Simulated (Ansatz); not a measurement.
Basis sets compared for SiH2MeF (CH₅FSi). The state is a singlet with charge 0. Geometry PBE-D4/def2-TZVP. Ansatz on 4 threads of Intel Xeon on a shared host; times are rough, and most runs start from earlier orbitals.

```xyz
8

Si    0.121    0.401   -0.767
H    -1.168    0.824   -1.394
H     0.899   -0.438   -1.730
C    -0.163   -0.491    0.845
H    -0.780   -1.387    0.679
H    -0.686    0.156    1.564
H     0.789   -0.810    1.294
F     0.988    1.745   -0.490
```

Binding counts from free atoms (Si triplet, H doublet, C triplet, F doublet) in the same basis, without a counterpoise term.

```json
{"level": "HF/STO-3G", "functions": "24", "energy (Eh)": "-423.9827", "HOMO (eV)": "-10.04", "LUMO (eV)": "13.34", "binding per atom (eV)": "3.40", "wall time": "0.15 s"}
{"level": "HF/6-31G", "functions": "41", "energy (Eh)": "-429.1004", "HOMO (eV)": "-12.68", "LUMO (eV)": "3.97", "binding per atom (eV)": "2.52", "wall time": "0.3 s"}
{"level": "PBE-D4/def2-SVP", "functions": "71", "energy (Eh)": "-429.9987", "HOMO (eV)": "-7.69", "LUMO (eV)": "0.10", "binding per atom (eV)": "3.71", "wall time": "0.56 s"}
{"level": "PBE0-D4/def2-SVP", "functions": "71", "energy (Eh)": "-430.0417", "HOMO (eV)": "-9.19", "LUMO (eV)": "1.02", "binding per atom (eV)": "3.67", "wall time": "0.76 s"}
```

Estimate the rows for HF/def2-TZVP, PBE-D4/def2-TZVP (with forces), PBE0-D4/def2-TZVP.


```json
{"level": "HF/def2-TZVP", "functions": "129", "energy (Eh)": "-429.2960", "HOMO (eV)": "-12.62", "LUMO (eV)": "3.35", "binding per atom (eV)": "2.86", "wall time": "0.55 s"}
{"level": "PBE-D4/def2-TZVP (with forces)", "functions": "129", "energy (Eh)": "-430.2802", "HOMO (eV)": "-7.83", "LUMO (eV)": "-0.44", "binding per atom (eV)": "3.72", "wall time": "1 s"}
{"level": "PBE0-D4/def2-TZVP", "functions": "129", "energy (Eh)": "-430.3197", "HOMO (eV)": "-9.24", "LUMO (eV)": "0.45", "binding per atom (eV)": "3.69", "wall time": "1.4 s"}
```
